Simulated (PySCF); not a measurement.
C5H10O.
Geometry (GFN2-xTB, Å), atoms numbered from 1 in this order:
```xyz
16
C5H10O angstrom
C     -0.8084    0.7065    1.0808
C     -0.0677   -0.0386   -0.0267
C      1.0230   -0.9405    0.5630
C      0.5563    0.9493   -1.0197
C     -1.0226   -0.9203   -0.8000
O     -2.1974   -1.0375   -0.5997
H     -1.2707    0.0003    1.7660
H     -0.1225    1.3401    1.6376
H     -1.5932    1.3267    0.6554
H      1.5391   -1.4890   -0.2221
H      0.5915   -1.6561    1.2593
H      1.7520   -0.3360    1.0975
H     -0.2095    1.5855   -1.4579
H      1.2781    1.5814   -0.5078
H      1.0686    0.4206   -1.8207
H     -0.5240   -1.4836   -1.6164
```

Level of theory: TDDFT B3LYP/def2-SVPD, vertical, gas phase, core orbitals frozen in the response in PySCF.

Transition dipole moments from the ground state, in atomic units and in the frame of the coordinates above (overall signs are arbitrary), for the states with f of 0.002 or more among the lowest 8:

```json
{"state": "S2", "E (eV)": "6.612", "μx": "-0.008", "μy": "0.170", "μz": "0.203"}
{"state": "S3", "E (eV)": "7.304", "μx": "-0.027", "μy": "0.111", "μz": "-0.092"}
{"state": "S4", "E (eV)": "7.479", "μx": "-0.179", "μy": "-0.175", "μz": "-0.156"}
{"state": "S5", "E (eV)": "7.577", "μx": "-0.554", "μy": "0.042", "μz": "0.210"}
{"state": "S6", "E (eV)": "7.633", "μx": "0.145", "μy": "0.186", "μz": "0.179"}
{"state": "S8", "E (eV)": "8.064", "μx": "0.033", "μy": "-0.136", "μz": "0.113"}
```

Q: What oscillator strength does each state have?

A: f = (2/3) ΔE |μ|² with ΔE in hartree (27.2114 eV).

```
state  |μ|² (au)  |μ| (D)      f
   S2      0.070     0.67  0.011
   S3      0.021     0.37  0.004
   S4      0.087     0.75  0.016
   S5      0.352     1.51  0.065
   S6      0.088     0.75  0.016
   S8      0.032     0.46  0.006
```

Q: Label these states by symmetry in Cs.

A: From a totally symmetric ground state, an allowed state transforms like the component of the dipole operator along its μ. Polarised normal to the mirror plane, so A″: S3 and S8. Polarised in the mirror plane, so A′: S2, S4, S5 and S6.

Q: Which bond between heavy atoms lies closest to the direction of the S5 transition dipole?

A: C5–O6, at 15° from it; next C1–C2 at 42°.

Q: What angle do the transition dipoles of S5 and S6 make?

A: |cos θ| = |μa·μb| / (|μa| |μb|) = 0.20, so θ ≈ 78° (taken between 0 and 90°, since the signs are arbitrary).

Q: How is the summed strength of these states shared among x, y and z?

A: (2/3) Σ ΔE μα² gives 0.067 for x, 0.023 for y and 0.029 for z, 0.119 in all.

Q: What peak molar absorption coefficient would the strongest computed level give as a lone Gaussian band 0.5 eV wide at half height?

A: ε(max) = 2.175×10⁸ f / FWHM, with the width in cm⁻¹. S5: 2.175×10⁸ × 0.0654 / 4033 ≈ 3500 L mol⁻¹ cm⁻¹.
